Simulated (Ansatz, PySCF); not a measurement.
This triplet is an excited state, 2.98 eV above the relaxed singlet at the level frozen-core full CI/6-31g // B3LYP-D3(BJ)/def2-TZVP (Ansatz, an electronic-structure program).

B3LYP has the VWN-RPA correlation part, as in Gaussian. 

CS, SMILES `[C-]#[S+]` (excited triplet) (charge 0, multiplicity 3)

All values below come from B3LYP-D3(BJ)/def2-TZVP in PySCF.

```json
{
 "highest_occupied_spin_orbital": "-5.23 eV",
 "dipole_moment": "0.05 D",
 "total_energy": "-11867.92 eV",
 "cost": "about 9 core-seconds (a rough figure)"
}
```

```xyz
2

C      0.7839     0.0000     0.0000
S     -0.7839     0.0000     0.0000
```
Charge 0, spin multiplicity 3.
